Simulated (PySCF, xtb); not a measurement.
CHO, multiplicity 2. Atoms are numbered in the order given.

```xyz
3

C     -0.1728    -0.5577     0.0000
O      0.0536     0.5890     0.0000
H      0.6079    -1.3663     0.0000
```
Charge 0, spin multiplicity 2.

Geometry: PBE0-D3(BJ)/def2-TZVPD. The isomer is the one that the SMILES or the coordinates give; other isomers of the formula were not compared.

Computed with IEF-PCM-ωB97X/def2-TZVPD (PySCF 2.14.0).

The values are the electrostatic part of the solvation free energy, E(continuum) − E(gas) at the gas-phase geometry, in a cavity of scaled van der Waals radii (PySCF's table); cavitation and dispersion terms are not included. The dipole moment in vacuum is 1.71 D.

Computed values in water (ε = 78.36), acetonitrile (ε = 35.69), dichloromethane (ε = 8.93):
```json
[
 {"solvent": "water", "ε": "78.36", "ΔG(elec) (kcal/mol)": "-2.7", "dipole (D)": "2.21"},
 {"solvent": "acetonitrile", "ε": "35.69", "ΔG(elec) (kcal/mol)": "-2.6", "dipole (D)": "2.19"},
 {"solvent": "dichloromethane", "ε": "8.93", "ΔG(elec) (kcal/mol)": "-2.2", "dipole (D)": "2.13"}
]
```

For comparison, GFN2-xTB/ALPB(water) (xtb, at the GFN2-xTB geometry, all terms of that model) gives 0.1 kcal/mol.
